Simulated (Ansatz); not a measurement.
# Ga$_{2}$O$_{3}$: short dynamics, then relaxation

A packing of 15 atoms, thrown in at random and pushed apart as soft spheres with like charges further apart (6 Ga, 9 O) went through Langevin stages in a fixed cell of 11.20 Å³/atom, at one k point, without spin and with a Fermi–Dirac width of kT (0.05 eV at least). Computed with DFT PBE, scalar-relativistic, plane waves, PAW in Ansatz 0.2.0.

| thermostat (K) | duration (fs) | friction (1/fs) | cutoff (eV) | mean T (K) | mean P (GPa) | mean square displacement (Å²) |
| --- | --- | --- | --- | --- | --- | --- |
| 3000 | 48 | 0.030 | 320 | 4194 | 22.2 | 0.29 |
| 3000 | 500 | 0.030 | 420 | 2691 | 22.1 | 1.64 |
| 2160 | 500 | 0.030 | 420 | 2210 | 16.9 | 0.80 |
| 1200 | 500 | 0.030 | 420 | 1163 | 14.9 | 0.38 |
| 300 | 500 | 0.030 | 420 | 306 | 11.6 | 0.08 |

Means run over the second half of a stage; pressure includes the kinetic part; displacements count from the stage's start, the atoms' common shift taken off. In so short a run the atoms moved about a bond length or less in the hot stages, so this is an annealed packing, not a quenched equilibrium liquid.

Cell and atoms were then relaxed on coarser meshes and computed once more: Plane waves to 420 eV, a k mesh through Γ of 4×4×4 on the computed 15-atom cell and Gaussian smearing (0.02 eV); no spin polarisation.

Question: What structure is left?

Answer: One draw of many: 13.07 Å³/atom with a gap on the mesh of 1.65 eV, 1.68 eV/atom below the elements' standard states (static lattices, no corrections for gases) (a random packing after short dynamics, relaxed).

Counting as bonded all pairs within 1.2 times the summed covalent radii, but none from a metal cation to another cation:

```tsv
atom → neighbour	mean count	mean length (Å)	spread (Å)
Ga → O	4.33	1.92	0.07
O → Ga	2.89	1.92	0.07
```

Angles between all pairs of such bonds at an atom (mean ± spread): 108 ± 18° at Ga, 118 ± 14° at O.

```xyz
15
Lattice="5.7124 -0.3382 -0.0760 -0.3332 6.1389 0.2825 -0.0754 0.2901 5.6229" Properties=species:S:1:pos:R:3 pbc="T T T"
Ga   -0.0633    2.3449    4.3457
Ga    4.1678    2.6078    1.3185
Ga    1.1689    4.2118    1.7444
Ga    2.9231    0.4212    3.3338
Ga    2.4390    3.4175    4.6662
Ga    4.2726    5.6447    0.8868
O     3.0703    4.1891    1.1949
O     4.4986    0.4466    4.4316
O     1.8212    1.8680    3.6800
O     1.9602    4.8302    3.5449
O     5.4621    2.9133    2.5837
O     4.2000    3.0574    5.0840
O     3.6816    0.8314    1.6354
O     1.0590    2.8636    0.1818
O     0.3167    5.7465    1.2516
```

Cost: 6 runs of about 17 core-minutes in all (earlier runs that led there not counted), on Arm Neoverse V2 (shared hosts).